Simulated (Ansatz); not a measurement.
Geometry optimisation, RKS PBE0-D4/def2-SVP (Ansatz 0.2.0).

Input file:

```yaml
crystal:
  periodic: [false, false, false]
  atoms:
    - { symbol: "N", position_ang: [-1.1788, 0.8851, -1.2527] }
    - { symbol: C, position_ang: [-0.0416, 0.5637, -0.5274] }
    - { symbol: O, position_ang: [-0.3978, -0.5291, 0.2832] }
    - { symbol: C, position_ang: [0.8022, -0.8745, 1.1248] }
    - { symbol: F, position_ang: [1.7811, -1.2117, 0.3157] }
    - { symbol: H, position_ang: [-1.9718, 1.0746, -0.5829] }
    - { symbol: H, position_ang: [-1.4804, 0.1061, -1.7876] }
    - { symbol: H, position_ang: [0.7997, 0.3168, -1.2327] }
    - { symbol: H, position_ang: [0.2922, 1.4357, 0.1217] }
    - { symbol: H, position_ang: [0.4618, -1.7617, 1.7445] }
    - { symbol: H, position_ang: [0.9988, -0.0619, 1.8141] }
basis:
  gaussian: { orbitals: def2-SVP }
hamiltonian:
  xc: pbe0
  dispersion: d4
relax:
  f_tol: 0.02
  max_steps: 50
```

Command:

```bash
$ ansatz run input.yaml --threads 2 --pin off --max-ram 3072MiB --backend cpu --events-out ev --progress --plain --runs-dir out
```

Where does it end, and by what steps?

The run converged. After 5 steps the energy has fallen by 0.602 eV; F5 moved furthest, 0.18 Å.

```tsv
step	energy less start (eV)	largest force component (eV/Å)	accepted
0	0.0000	4.707	yes
1	-0.4367	2.947	yes
2	-0.5632	1.044	yes
3	-0.5060	1.116	no
4	-0.6009	0.098	yes
5	-0.6018	0.018	yes
```

```xyz
11
Properties=species:S:1:pos:R:3
N -1.226 0.914 -1.243
C -0.071 0.569 -0.510
O -0.273 -0.593 0.299
C 0.765 -0.903 1.120
F 1.855 -1.350 0.413
H -2.017 1.089 -0.627
H -1.492 0.167 -1.881
H 0.766 0.379 -1.202
H 0.218 1.408 0.153
H 0.433 -1.712 1.791
H 1.107 -0.025 1.708
```

The run took 12 s on 2 threads of Intel(R) Xeon(R) Platinum 8488C (Sapphire Rapids) (shared host), peak memory 0.22 GiB.
